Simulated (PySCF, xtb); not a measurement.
Al(Cl)3 cation (AlCl₃), SMILES [Cl][Al]([Cl])[Cl] (connectivity only; charge and spin as stated), charge +1, multiplicity 2.

Harmonic wavenumbers (cm⁻¹) from GFN2-xTB in xtb 6.7.1 at its own minimum, in rising order: 59, 60, 224, 371, 553, 555.

Q: What does PySCF with B3LYP-D3(BJ)/def2-SVP give at its own minimum? (An estimate is asked for; the answer gives what the named calculation found.)

A: 105, 143, 147, 375, 405, 714. Paired by order, the mean absolute difference is 86 cm⁻¹ and the zero-point energies are 2.6 and 2.7 kcal/mol.
